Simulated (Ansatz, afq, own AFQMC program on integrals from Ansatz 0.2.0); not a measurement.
Where AFQMC and coupled cluster stand for BGeH4, doublet

```json
{"atom": "Ge", "x (Å)": "0.0000", "y (Å)": "0.0000", "z (Å)": "0.2823"}
{"atom": "B", "x (Å)": "0.0000", "y (Å)": "0.0000", "z (Å)": "-1.6912"}
{"atom": "H", "x (Å)": "0.0000", "y (Å)": "1.2553", "z (Å)": "1.1670"}
{"atom": "H", "x (Å)": "0.0000", "y (Å)": "-1.2553", "z (Å)": "1.1670"}
{"atom": "H", "x (Å)": "0.0000", "y (Å)": "1.0424", "z (Å)": "-2.2706"}
{"atom": "H", "x (Å)": "0.0000", "y (Å)": "-1.0424", "z (Å)": "-2.2706"}
```

Connectivity, by distances: GeH2–BH2.

Basis 6-31G. Noble-gas cores (and the filled d shells of Ga–Kr and In–Xe) are frozen. Ansatz 0.2.0 and our own AFQMC program on the same integrals; the CISD trial comes from CCSD amplitudes, and released means the phaseless constraint is let go. Free projection: walkers drawn from exp(T), propagated without any constraint. Its projection time is finite, and what remains of the start isn't in its error. Uncertainties: one standard error, sampling alone. No spin–orbit coupling.

Determinant: UHF, the one that the program's search chose, which needn't be the lowest solution. The geometry is a PBE0/def2-TZVP stationary point of this or a neighbouring charge and spin state.

No full CI on the walks' own integrals is used here. The released AFQMC energy serves as the reference, which it does only where one determinant dominates, the energy is flat over the last release times and near the phaseless one (40 meV or 2 meV an electron, half that with transition metals). On small molecules, where full CI could be run and the noise was under 10 meV, such values lay within 10 meV of it in 19 cases of 20, a flattering rate, since the rule was set on those same cases; what remains of the bias isn't in the error bar.

Cautions: no relativity below Rb; no spin-orbit coupling; inner d shell frozen; the released value is read at 2.40 1/Eh (meV from the phaseless value at times in 1/Eh: -3.3 ± 1.6 at 0.24, -3.6 ± 1.3 at 0.51, -6.3 ± 1.1 at 0.99, -5.8 ± 1.1 at 1.62, -7.8 ± 1.2 at 2.40).

The T1 diagnostic is 0.0176, the weight of the determinant in the CISD state is 0.911 and the ⟨S²⟩ of the determinant is 0.759. The size of the correlated space is 11 electrons in 31 orbitals.

Q: Estimate: order these by the size of their error in total energy against AFQMC with the constraint released, smallest first.
A. phaseless AFQMC with a CISD trial
B. MP2
C. CCSD(T)
D. CCSD

A: A (0.18 ± 0.06 kcal/mol), C (0.50 ± 0.03 kcal/mol), D (2.20 ± 0.03 kcal/mol), B (21.10 ± 0.03 kcal/mol).

Reference: AFQMC with the constraint released, correlation energy -3.616 ± 0.001 eV.

A walk keeps the symmetry of its determinant, which the program's search chose and which needn't be the lowest solution, so a lower state of the same spin and another symmetry isn't excluded. Released energies are given only where the last usable release times agree within the noise; a slower fall can still hide under it.
